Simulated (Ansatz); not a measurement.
## Worked example: correlation energy of NO⁺, triplet

Geometry: that of the NO⁺, singlet, kept fixed. The singlet lies 8.1 eV lower here.

```yaml
atoms:
  - { symbol: N, position_ang: [0.0000, 0.0000, 0.0000] }
  - { symbol: O, position_ang: [0.0000, 0.0000, 1.0537] }
```

Basis cc-pVDZ; Ansatz 0.2.0. Correlated methods freeze the noble-gas cores, which leaves 10 electrons in 26 orbitals. R marks a restricted (for open shells ROHF) determinant, U an unrestricted one.

Full CI isn't at hand for all of this; UCCSDT(Q) serves as the reference, and is uncertain by about the last step of the cluster series.

Unrestricted rows (U) aren't spin-pure: their determinants' ⟨S²⟩ exceeds S(S+1) by up to 0.20, so they mix in states of higher spin.

Runs differ by some tens of microhartree through their thresholds and, for an open shell, their frozen cores, so steps under 0.03 kcal/mol mean nothing.

| level | total energy (hartree) |
| --- | --- |
| UHF | -128.678946 |
| UMP2 | -128.932593 |
| UCCSD | -128.964658 |
| UCCSD(T) | -128.973778 |
| UCCSDT | -128.975059 |
| UCCSDT(Q) | -128.976502 |

What is the correlation energy at UCCSDT(Q), and what share of it do UMP2 and UCCSDT recover?

E(corr) = -128.976502 − (-128.678946) = -0.297556 hartree = -8.097 eV. UMP2: -0.253647 / -0.297556 = 85.24 %. UCCSDT: -0.296113 / -0.297556 = 99.52 %.

By how many kcal/mol does UCCSD(T) miss UCCSDT(Q) (1 hartree = 627.509 kcal/mol), and which steps make up the rest?

-128.973778 − (-128.976502) = 0.002724 hartree = 1.71 kcal/mol. Steps: UCCSDT − UCCSD(T) = -0.80, UCCSDT(Q) − UCCSDT = -0.91 kcal/mol. Differences between like states or geometries often cancel part of this.
